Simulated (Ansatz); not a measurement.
Geometry optimisation, UHF/6-31G* (Ansatz).

Input file:

```yaml
crystal:
  periodic: [false, false, false]
  atoms:
    - { symbol: B, position_ang: [-0.08346, 0.0, -0.316487] }
    - { symbol: Cl, position_ang: [-0.006678, 0.0, 2.754518] }
    - { symbol: H, position_ang: [1.020577, 0.0, -0.774412] }
    - { symbol: F, position_ang: [-1.125751, 0.0, -1.098596] }
    - { symbol: H, position_ang: [0.082711, 0.0, 4.069976] }
magnetization:
  spin_polarized: true
  initial_magnetization: 1
basis:
  gaussian: { orbitals: "6-31G*" }
hamiltonian:
  xc: hf
relax:
  f_tol: 0.03
  max_steps: 50
```

Launched with:

```bash
$ ansatz run input.yaml --threads 1 --pin off --max-ram 2048MiB --backend cpu --events-out ev --progress --plain --runs-dir out
```

Problem. Where does it end, and by what steps?

Solution. It converged. The force dipped under the threshold on the way, but the program's further checks kept it going. After 7 steps the energy has fallen by 0.150 eV; Cl2 moved furthest, 0.56 Å.

| step | energy less start (eV) | largest force component (eV/Å) | accepted |
| --- | --- | --- | --- |
| 0 | 0.0000 | 1.899 | yes |
| 1 | -0.1143 | 0.678 | yes |
| 2 | -0.1405 | 0.088 | yes |
| 3 | -0.1233 | 0.951 | no |
| 4 | -0.1426 | 0.044 | yes |
| 5 | -0.1465 | 0.018 | yes |
| 6 | -0.1495 | 0.030 | yes |
| 7 | -0.1501 | 0.021 | yes |

```xyz
5
Properties=species:S:1:pos:R:3
B -0.056 0.000 -0.675
Cl 0.003 0.000 3.314
H 1.018 0.000 -1.196
F -1.147 0.000 -1.386
H 0.069 0.000 4.579
```

Whether the end is a true minimum wasn't checked by a vibrational analysis.

Time of the run: 4.1 s on 1 thread of Intel(R) Xeon(R) 6975P-C (Granite Rapids) (shared host), peak memory 0.13 GiB.
